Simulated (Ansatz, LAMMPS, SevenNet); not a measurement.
# How well does each level of theory give the elastic constant C13 of hcp Y?

Reference value: 19 ± 4 GPa (measured, 0 K, extrapolated to 0 K; as tabulated in Elastic Constants of Yttrium Single Crystals in the Temperature Range 4.2-400 K).

### Question
Put these levels in order of the elastic constant C13 that they give for hcp Y, smallest first: HSE06 (Ansatz, an electronic-structure program), LDA (Ansatz), Lennard-Jones jacobson2022 (LAMMPS), PBE (Ansatz), SevenNet-0.

### Answer
HSE06 (18.4 GPa), PBE (21.1 GPa), LDA (26.4 GPa), SevenNet-0 (36.2 GPa), Lennard-Jones jacobson2022 (80.6 GPa)

Unless a cell is named, each level is at its own relaxed cell (Lennard-Jones jacobson2022 32.48, SevenNet-0 32.54, LDA 29.93, PBE 32.88, HSE06 33.73 Å³/atom).

Differences against the reference: Lennard-Jones jacobson2022 +324 %, SevenNet-0 +91 %, LDA +39 %, PBE +11.1 %, HSE06 -3.2 %.

The reference isn't brought to a static lattice, while the calculations are for one, so the differences are not the levels' errors alone. The crystal itself was run without spin with HSE06; a magnetic state was not tried in these runs. HSE06: hybrids on metals are sensitive to the k mesh. Each level is taken at its own relaxed cell. K meshes differ between the levels. Ansatz's density-functional and Hartree–Fock values are scalar-relativistic unless marked +SOC, with PAW data made under PBE.

Empirical potentials (Lennard-Jones jacobson2022) are fitted to chosen data: where that held the value shown, agreement is built in, and what lay outside the fit can be far off. Machine-learned potentials (SevenNet-0) are trained on DFT data: a solid inside that data is no test of them.

Differences are worked out from the printed values.
